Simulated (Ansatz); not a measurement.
Relaxation of AlH$_{5}$S (7 atoms, charge 0, multiplicity 1), to a largest force component of 0.03 eV/Å in at most 50 steps.

The calculation used RKS PBE0-D4/cc-pVDZ in Ansatz 0.2.0.

```xyz
7
Properties=species:S:1:pos:R:3:forces:R:3
Al 0.043 0.291 -0.085 0.03 -0.25 -0.34
H -0.122 0.081 1.467 -0.06 0.16 0.41
H 1.468 0.678 -0.679 0.02 0.01 0.00
H -1.254 0.175 -1.005 0.00 0.01 0.00
S 0.293 -2.980 0.982 -0.07 0.65 0.09
H -1.037 -3.123 0.763 0.01 0.01 0.01
H 0.109 -1.765 1.626 0.06 -0.59 -0.17
```

Where does it end, and by what steps?

It converged. The force dipped under the threshold on the way, but the program's further checks kept it going. After 16 steps the energy has fallen by 0.485 eV; H7 moved furthest, 0.89 Å. Joined: Al1–S5 (3.45 → 2.58 Å).

```tsv
step	energy less start (eV)	largest force component (eV/Å)	accepted
0	0.0000	0.651	yes
1	-0.1116	0.676	yes
2	-0.1967	0.947	yes
3	-0.3101	0.625	yes
4	-0.3934	0.355	yes
5	-0.4392	0.333	yes
6	-0.4580	0.085	yes
7	-0.4714	0.050	yes
8	-0.4543	0.861	no
9	-0.4768	0.034	yes
10	-0.4765	0.211	no
11	-0.4789	0.059	yes
12	-0.4806	0.076	yes
13	-0.4821	0.172	yes
14	-0.4844	0.006	yes
15	-0.4850	0.008	yes
16	-0.4851	0.028	yes
```

```xyz
7
Properties=species:S:1:pos:R:3
Al -0.049 0.073 -0.010
H -0.583 0.534 1.432
H 1.511 0.243 -0.341
H -1.101 -0.050 -1.214
S 0.085 -2.462 0.471
H -1.118 -2.597 1.083
H 0.754 -2.384 1.649
```

Time of the run: 33 s on 1 thread of Arm Neoverse V1 (shared host), peak memory 0.11 GiB.
